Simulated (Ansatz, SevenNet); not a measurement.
Equilibrium volume per atom (Å³/atom) of solids drawn from the class of elemental solids other than molecular ones, at two levels: the machine-learned potential SevenNet-0 (trained on PBE and PBE+U data), and r²SCAN in Ansatz (PAW).

```
solid             SevenNet-0  r²SCAN  shift (%)
----------------  ----------  ------  ---------
α-phase Ga             20.25   19.19       -5.2
hcp Cd                 22.97   21.99       -4.3
hcp Y                  32.54   33.48       +2.9
hcp Re                 15.09   14.70       -2.6
hcp Hf                 22.49   22.35       -0.6
white tin (β-Sn)       28.81   27.59       -4.2
hcp Co                 10.78   10.64       -1.3
hcp Sc                 24.64   24.92       +1.1
hcp Tl                 31.38   30.14       -4.0
hcp Os                 14.36   14.02       -2.4
```

The shifts run from -5.2 % to +2.9 %, with a median of -2.5 %.

Of 10 rows, r²SCAN is the larger in 2 and the smaller in 8.

Ansatz's runs of these crystals have no spin polarisation, but for hcp Co. Meta-GGAs and exact exchange favour moments, which can bear on hcp Y, hcp Co, hcp Sc.

Density-functional runs with spin start from parallel moments for hcp Co.

Spin–orbit coupling is left out, also for the solids with elements from indium on (hcp Re, hcp Hf, white tin (β-Sn), hcp Tl, hcp Os); its size isn't shown.

Ansatz's density-functional and Hartree–Fock values are scalar-relativistic unless marked +SOC, with PAW data made under PBE.

Ansatz is a program for electronic structure.
